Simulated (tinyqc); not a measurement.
Worked calculation: UHF in the sto-3g basis, for H2O, spin multiplicity 1. This run ends on a higher stationary point, not on the lowest solution. One step of it, computed by the program tinyqc.

Task: Iteration 2: diagonalisation and new density. Diagonalise F' = X^T F X, C = X C', fill 5 alpha and 5 beta electrons from the bottom; D(s) = C_occ C_occ^T. Each column has its largest component positive (the first on a tie).

F(alpha) (hartree):
```
             1O 1s      1O 2s     1O 2px     1O 2py     1O 2pz      2H 1s      3H 1s
1O 1s   -21.244995  -5.363220  -0.000132  -0.003520   0.001546  -0.450264  -0.390483
1O 2s    -5.363220  -2.882591   0.048440  -0.010279   0.033754  -0.524343  -0.455020
1O 2px   -0.000132   0.048440  -0.484639  -0.035377   0.248978  -0.075144  -0.027957
1O 2py   -0.003520  -0.010279  -0.035377  -0.507668  -0.052159  -0.311101   0.275449
1O 2pz    0.001546   0.033754   0.248978  -0.052159  -0.873969  -0.176840  -0.148894
2H 1s    -0.450264  -0.524343  -0.075144  -0.311101  -0.176840  -0.285774  -0.082748
3H 1s    -0.390483  -0.455020  -0.027957   0.275449  -0.148894  -0.082748  -0.208593
```

F(beta) (hartree):
```
             1O 1s      1O 2s     1O 2px     1O 2py     1O 2pz      2H 1s      3H 1s
1O 1s   -21.244995  -5.363220   0.000132  -0.003520   0.001546  -0.450264  -0.390483
1O 2s    -5.363220  -2.882591  -0.048440  -0.010279   0.033754  -0.524343  -0.455020
1O 2px    0.000132  -0.048440  -0.484639   0.035377  -0.248978   0.075144   0.027957
1O 2py   -0.003520  -0.010279   0.035377  -0.507668  -0.052159  -0.311101   0.275449
1O 2pz    0.001546   0.033754  -0.248978  -0.052159  -0.873969  -0.176840  -0.148894
2H 1s    -0.450264  -0.524343   0.075144  -0.311101  -0.176840  -0.285774  -0.082748
3H 1s    -0.390483  -0.455020   0.027957   0.275449  -0.148894  -0.082748  -0.208593
```

X:
```
                1          2          3         4          5          6         7
1O 1s   -0.483061   0.098704   0.637598  0.000000  -0.563353  -0.040110  0.306365
1O 2s    0.882092  -0.126720  -0.209033  0.000000  -0.243658  -0.041846  0.531244
1O 2px   0.000000   0.000000   0.000000  1.000000   0.000000   0.000000  0.000000
1O 2py   0.127753   0.789999  -0.013778  0.000000  -0.008564   0.664122  0.041141
1O 2pz   0.294689  -0.027711   0.696657  0.000000   0.648635  -0.004586  0.185392
2H 1s   -0.613271  -0.551289  -0.272134  0.000000   0.233720   0.398672  0.401085
3H 1s   -0.397703   0.682394  -0.306652  0.000000   0.261309  -0.448924  0.338264
```

Give: F' = X^T F X; orbital energies; coefficients C; F' = X^T F X; orbital energies; coefficients C; D(alpha) after iteration 2; D(beta) after iteration 2.

Result:

F' = X^T F X (alpha) (hartree):
```
        1       2       3       4       5       6       7
1  -2.294   0.526   3.700   0.169  -3.592  -0.278   2.030
2   0.526   0.016  -0.906  -0.019   0.852  -0.072  -0.549
3   3.700  -0.906  -7.498   0.193   7.046   0.578  -5.300
4   0.169  -0.019   0.193  -0.485   0.125  -0.044   0.031
5  -3.592   0.852   7.046   0.125  -8.558  -0.684   5.869
6  -0.278  -0.072   0.578  -0.044  -0.684  -0.666   0.466
7   2.030  -0.549  -5.300   0.031   5.869   0.466  -5.297
```

orbital energies (alpha) (hartree): MO1 -21.251, MO2 -1.623, MO3 -0.999, MO4 -0.655, MO5 -0.420, MO6 0.007, MO7 0.160

coefficients C (alpha):
```
           MO1     MO2     MO3     MO4     MO5     MO6     MO7
1O 1s    0.995  -0.260  -0.001   0.007   0.015   0.063   0.000
1O 2s    0.019   1.021  -0.002  -0.041  -0.106  -0.355   0.002
1O 2px   0.000  -0.034  -0.422   0.259   0.790  -0.361  -0.002
1O 2py   0.000   0.006   0.069   0.761  -0.226  -0.034   0.669
1O 2pz   0.000  -0.034   0.896   0.023   0.303  -0.363  -0.027
2H 1s   -0.002   0.020   0.039   0.368   0.227   0.716  -0.654
3H 1s   -0.002   0.010   0.024  -0.231   0.374   0.618   0.726
```

F' = X^T F X (beta) (hartree):
```
        1       2       3       4       5       6       7
1  -2.294   0.526   3.700  -0.169  -3.592  -0.278   2.030
2   0.526   0.016  -0.906   0.019   0.852  -0.072  -0.549
3   3.700  -0.906  -7.498  -0.193   7.046   0.578  -5.300
4  -0.169   0.019  -0.193  -0.485  -0.125   0.044  -0.031
5  -3.592   0.852   7.046  -0.125  -8.558  -0.684   5.869
6  -0.278  -0.072   0.578   0.044  -0.684  -0.666   0.466
7   2.030  -0.549  -5.300  -0.031   5.869   0.466  -5.297
```

orbital energies (beta) (hartree): MO1 -21.251, MO2 -1.623, MO3 -0.999, MO4 -0.655, MO5 -0.420, MO6 0.007, MO7 0.160

coefficients C (beta):
```
           MO1     MO2     MO3     MO4     MO5     MO6     MO7
1O 1s    0.995  -0.260  -0.001   0.007  -0.015   0.063   0.000
1O 2s    0.019   1.021  -0.002  -0.041   0.106  -0.355   0.002
1O 2px   0.000   0.034   0.422  -0.259   0.790   0.361   0.002
1O 2py   0.000   0.006   0.069   0.761   0.226  -0.034   0.669
1O 2pz   0.000  -0.034   0.896   0.023  -0.303  -0.363  -0.027
2H 1s   -0.002   0.020   0.039   0.368  -0.227   0.716  -0.654
3H 1s   -0.002   0.010   0.024  -0.231  -0.374   0.618   0.726
```

D(alpha) after iteration 2:
```
         1O 1s   1O 2s  1O 2px  1O 2py  1O 2pz   2H 1s   3H 1s
1O 1s    1.058  -0.248   0.023   0.000   0.014  -0.002  -0.001
1O 2s   -0.248   1.055  -0.128  -0.002  -0.071  -0.019  -0.020
1O 2px   0.023  -0.128   0.870  -0.011  -0.131   0.257   0.225
1O 2py   0.000  -0.002  -0.011   0.634   0.011   0.231  -0.258
1O 2pz   0.014  -0.071  -0.131   0.011   0.896   0.111   0.129
2H 1s   -0.002  -0.019   0.257   0.231   0.111   0.188   0.001
3H 1s   -0.001  -0.020   0.225  -0.258   0.129   0.001   0.194
```

D(beta) after iteration 2:
```
         1O 1s   1O 2s  1O 2px  1O 2py  1O 2pz   2H 1s   3H 1s
1O 1s    1.058  -0.248  -0.023   0.000   0.014  -0.002  -0.001
1O 2s   -0.248   1.055   0.128  -0.002  -0.071  -0.019  -0.020
1O 2px  -0.023   0.128   0.870   0.011   0.131  -0.257  -0.225
1O 2py   0.000  -0.002   0.011   0.634   0.011   0.231  -0.258
1O 2pz   0.014  -0.071   0.131   0.011   0.896   0.111   0.129
2H 1s   -0.002  -0.019  -0.257   0.231   0.111   0.188   0.001
3H 1s   -0.001  -0.020  -0.225  -0.258   0.129   0.001   0.194
```
